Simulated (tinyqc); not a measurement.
CIS on RHF in the sto-3g basis, for H2O, spin multiplicity 1, step by step (part 2 of 2). Computed by tinyqc, a small Python program that keeps every step (integrals from PySCF). Command: `OMP_NUM_THREADS=1 python tinyqc.py 27581 27582 out.jsonl` (the two numbers bound the seeds that draw the settings). One thread of a shared host (Intel(R) Xeon(R) Processor @ 2.60GHz), about 0.06 s of CPU time with the checks.

Geometry (angstrom):
```
atom         x          y         z
O     0.000000   0.000000  0.000000
H     0.000000   0.818000  0.718000
H     0.000000  -0.774000  0.680000
```

## CIS matrix, singlets

orbital energies (hartree): [-20.264252, -1.230564, -0.556603, -0.456126, -0.392228, 0.515819, 0.619628]

Given earlier and not repeated: Two-electron integrals over orbitals (pq|rs).

A(ia,jb) = (e_a - e_i) d_ij d_ab + 2 (ia|jb) - (ij|ab).

CIS matrix A, singlet (hartree), order 1>6, 1>7, 2>6, 2>7, 3>6, 3>7, 4>6, 4>7, 5>6, 5>7:
```
[[20.031562, 0.009354, 0.029140, -0.005063, -0.002883, 0.018658, -0.024061, 0.002419, 0.000000, 0.000000],
 [0.009354, 20.088438, -0.004901, 0.043579, -0.000919, 0.008736, 0.000508, -0.027061, 0.000000, 0.000000],
 [0.029140, -0.004901, 1.332289, 0.014979, 0.006459, -0.050365, 0.061597, 0.019088, 0.000000, 0.000000],
 [-0.005063, 0.043579, 0.014979, 1.374070, 0.024888, -0.010184, 0.026859, -0.011366, 0.000000, 0.000000],
 [-0.002883, -0.000919, 0.006459, 0.024888, 0.657089, -0.032682, 0.049630, -0.033515, 0.000000, 0.000000],
 [0.018658, 0.008736, -0.050365, -0.010184, -0.032682, 0.895264, -0.128129, -0.029664, 0.000000, 0.000000],
 [-0.024061, 0.000508, 0.061597, 0.026859, 0.049630, -0.128129, 0.610184, 0.003856, 0.000000, 0.000000],
 [0.002419, -0.027061, 0.019088, -0.011366, -0.033515, -0.029664, 0.003856, 0.636102, 0.000000, 0.000000],
 [0.000000, 0.000000, 0.000000, 0.000000, 0.000000, 0.000000, 0.000000, 0.000000, 0.389499, 0.009244],
 [0.000000, 0.000000, 0.000000, 0.000000, 0.000000, 0.000000, 0.000000, 0.000000, 0.009244, 0.453589]]
```

## CIS singlet states

dipole integrals <i|r|a> (bohr), order 1>6, 1>7, 2>6, 2>7, 3>6, 3>7, 4>6, 4>7, 5>6, 5>7:
```
[[0.000000, -0.014354, -0.044713],
 [0.000000, 0.052138, -0.012415],
 [0.000000, -0.000885, 0.077074],
 [0.000000, -0.091118, 0.041380],
 [0.000000, 0.785638, 0.170113],
 [0.000000, 0.245454, -0.704796],
 [0.000000, 0.269098, 0.620842],
 [0.000000, -0.703035, 0.104218],
 [-0.064956, 0.000000, 0.000000],
 [-0.018331, 0.000000, 0.000000]]
```

Diagonalise A (1 hartree = 27.211386 eV); each vector has its largest component positive (the first on a tie). The transition dipole is mu = sqrt2 sum c_ia <i|r|a>.

singlet excitation energies (eV): [10.563252, 12.378352, 14.883015, 16.520546, 18.685990, 25.591711, 36.398259, 37.712554, 545.048536, 546.678794]

lowest vectors, order 1>6, 1>7, 2>6, 2>7, 3>6, 3>7, 4>6, 4>7, 5>6, 5>7:
```
[[0.000000, 0.000000, 0.000858, 0.000022, 0.000262, -0.001584],
 [0.000000, 0.000000, -0.000227, 0.001058, -0.000750, -0.000560],
 [0.000000, 0.000000, -0.047488, -0.025666, 0.003998, 0.174373],
 [0.000000, 0.000000, -0.015566, -0.007606, -0.042958, 0.043155],
 [0.000000, 0.000000, -0.330672, 0.517045, 0.774163, -0.148539],
 [0.000000, 0.000000, 0.286095, 0.214880, 0.158248, 0.908788],
 [0.000000, 0.000000, 0.895955, 0.174718, 0.196026, -0.339501],
 [0.000000, 0.000000, -0.059768, 0.809473, -0.579086, -0.067152],
 [0.990158, 0.139957, 0.000000, 0.000000, 0.000000, 0.000000],
 [-0.139957, 0.990158, 0.000000, 0.000000, 0.000000, 0.000000]]
```

oscillator strengths 2/3 w |mu|^2: [0.001974, 0.000450, 0.066978, 0.016210, 1.135579, 0.949551]

## CIS matrix, triplets

A(ia,jb) = (e_a - e_i) d_ij d_ab - (ij|ab).

CIS matrix A, triplet (hartree), order 1>6, 1>7, 2>6, 2>7, 3>6, 3>7, 4>6, 4>7, 5>6, 5>7:
```
[[19.977625, 0.003811, 0.007539, -0.000324, -0.002547, 0.006914, -0.017889, -0.003603, 0.000000, 0.000000],
 [0.003811, 20.047936, -0.000324, 0.008564, 0.006914, 0.005010, -0.003603, -0.004968, 0.000000, 0.000000],
 [0.007539, -0.000324, 1.142446, -0.005297, -0.040585, 0.075730, -0.046509, -0.012848, 0.000000, 0.000000],
 [-0.000324, 0.008564, -0.005297, 1.236622, 0.075730, 0.046663, -0.012848, 0.012073, 0.000000, 0.000000],
 [-0.002547, 0.006914, -0.040585, 0.075730, 0.512286, 0.003697, -0.028715, 0.048904, 0.000000, 0.000000],
 [0.006914, 0.005010, 0.075730, 0.046663, 0.003697, 0.584361, 0.048904, 0.030999, 0.000000, 0.000000],
 [-0.017889, -0.003603, -0.046509, -0.012848, -0.028715, 0.048904, 0.415154, 0.014291, 0.000000, 0.000000],
 [-0.003603, -0.004968, -0.012848, 0.012073, 0.048904, 0.030999, 0.014291, 0.498726, 0.000000, 0.000000],
 [0.000000, 0.000000, 0.000000, 0.000000, 0.000000, 0.000000, 0.000000, 0.000000, 0.319927, 0.002830],
 [0.000000, 0.000000, 0.000000, 0.000000, 0.000000, 0.000000, 0.000000, 0.000000, 0.002830, 0.403138]]
```

## CIS triplet states

Diagonalise A (1 hartree = 27.211386 eV); each vector has its largest component positive (the first on a tie).

triplet excitation energies (eV): [8.703046, 10.480539, 10.972567, 12.382043, 14.769381, 16.354048, 31.484679, 33.975382, 543.613874, 545.538024]

lowest vectors, order 1>6, 1>7, 2>6, 2>7, 3>6, 3>7, 4>6, 4>7, 5>6, 5>7:
```
[[0.000000, 0.000880, 0.000000, 0.000381, 0.000050, 0.000047],
 [0.000000, 0.000076, 0.000000, 0.000474, -0.000071, -0.000092],
 [0.000000, 0.092497, 0.000000, 0.030659, 0.076930, -0.083239],
 [0.000000, 0.002524, 0.000000, 0.063840, -0.078609, -0.080713],
 [0.000000, 0.303995, 0.000000, -0.551607, 0.758151, 0.118332],
 [0.000000, -0.236555, 0.000000, -0.294408, -0.256219, 0.878073],
 [0.000000, 0.902377, 0.000000, 0.244054, -0.228048, 0.266939],
 [0.000000, -0.169652, 0.000000, 0.737886, 0.543558, 0.360952],
 [0.999424, 0.000000, 0.033945, 0.000000, 0.000000, 0.000000],
 [-0.033945, 0.000000, 0.999424, 0.000000, 0.000000, 0.000000]]
```
